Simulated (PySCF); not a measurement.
**ethyl chloride: 4 charge schemes on one density**

Species: ethyl chloride, C₂H₅Cl.
Numbering: `[CH3:1][CH2:2][Cl:3]` (hydrogens: H4, H5, H6 on C1; H7, H8 on C2)

Structure used (PBE0-D3(BJ)/def2-TZVP), in Å, numbered top down from 1:
```
atom  x, y, z in Å
C1    -0.6677    0.3912   -0.1450
C2     0.8136    0.1355   -0.0387
Cl3    1.7077    1.6311    0.3613
H4    -1.0664    0.7759    0.7945
H5    -0.8844    1.1143   -0.9326
H6    -1.1845   -0.5430   -0.3828
H7     1.2316   -0.2281   -0.9767
H8     1.0471   -0.5799    0.7489
```

Density: PBE0/pcSseg-2 (PySCF); schemes: Mulliken, IAO, Hirshfeld and ESP-fitted. Isolated species at its PBE0-D3(BJ)/def2-TZVP geometry, gas phase.

Question: Give the atomic charges in each scheme.

Answer: In e; atoms taken as equivalent share a row and are averaged (×n: the atom named and its like, n in all):

```json
{"atom": "C1", "environment": "methyl carbon", "Mulliken": "-0.075", "IAO": "-0.434", "Hirshfeld": "-0.130", "ESP-fitted": "-0.181"}
{"atom": "C2", "environment": "sp3 C–Cl carbon", "Mulliken": "+0.028", "IAO": "-0.236", "Hirshfeld": "-0.041", "ESP-fitted": "-0.023"}
{"atom": "Cl3", "environment": "alkyl chlorine", "Mulliken": "-0.186", "IAO": "-0.126", "Hirshfeld": "-0.078", "ESP-fitted": "-0.203"}
{"atom": "H4/H5/H6", "environment": "methyl hydrogen", "Mulliken": "+0.038", "IAO": "+0.155", "Hirshfeld": "+0.049", "ESP-fitted": "+0.073"}
{"atom": "H7/H8", "environment": "methylene hydrogen", "Mulliken": "+0.059", "IAO": "+0.165", "Hirshfeld": "+0.051", "ESP-fitted": "+0.093"}
```

Mean size of the charges over all atoms: IAO 0.199 e, ESP-fitted 0.102 e, Mulliken 0.065 e, Hirshfeld 0.062 e. Each set sums to the total charge, 0, to within 0.001 e. The ESP scheme is a least-squares fit of atom-centred charges to the potential on four shells outside the van der Waals surface, with the total charge fixed. The Hirshfeld scheme weights the molecular density at each point by an atom's share of the summed free-atom densities.

Lowest charge. The schemes don't all agree: Mulliken Cl3 (-0.186); IAO C1 (-0.434); Hirshfeld C1 (-0.130); ESP-fitted Cl3 (-0.203).

Highest charge. All schemes agree: Mulliken H7/H8 (+0.059); IAO H7/H8 (+0.165); Hirshfeld H7/H8 (+0.051); ESP-fitted H7/H8 (+0.093).

Question: Sum the charges by element, for elements with more than one atom.

Answer: 
| element | atoms | Mulliken | IAO | Hirshfeld | ESP-fitted |
| --- | --- | --- | --- | --- | --- |
| C | 2 | -0.047 | -0.669 | -0.170 | -0.204 |
| H | 5 | +0.233 | +0.795 | +0.248 | +0.407 |

Question: How many electrons does the Hirshfeld scheme count on C2?

Answer: Z − q = 6 − (-0.041) = 6.041.
